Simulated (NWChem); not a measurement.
Basis-set convergence for hydrogen cyanide (CHN)

```xyz
3

C      0.0000     0.0000    -0.4998
N      0.0000     0.0000     0.6540
H      0.0000     0.0000    -1.5793
```
Charge 0, spin multiplicity 1.

All runs are NWChem calculations. All single points use one geometry, from PBE0/def2-SVP, a minimum by its harmonic frequencies.

Quantity: vertical ionisation energy at the level ΔHF (Δ: difference of total energies, the cation a doublet at the parent's geometry with its hole in an orbital of symmetry b2 (C2v labels); it is the state that the SCF runs reached, from PBE0 orbitals for Hartree-Fock references, and need not be the lowest).

The Pople sets run with spherical d functions. No SCF solution was tested for a lower state. Open-shell Hartree-Fock references start from PBE0 orbitals.

```
basis        functions  vertical ionisation energy (eV)
-----------  ---------  -------------------------------
STO-3G              11                                …
6-31+G*             38                                …
6-311G**            42                                …
def2-SVPD           48                            12.09
aug-cc-pVDZ         55                            11.99
def2-TZVP           68                            11.96
pcseg-2             74                            11.97
def2-TZVPP          76                            11.96
aug-cc-pVTZ        115                            11.96
cc-pVQZ            140                            11.95
```

Fill in the missing entries.


- STO-3G, vertical ionisation energy (eV): 11.52
- 6-31+G*, vertical ionisation energy (eV): 12.04
- 6-311G**, vertical ionisation energy (eV): 12.01
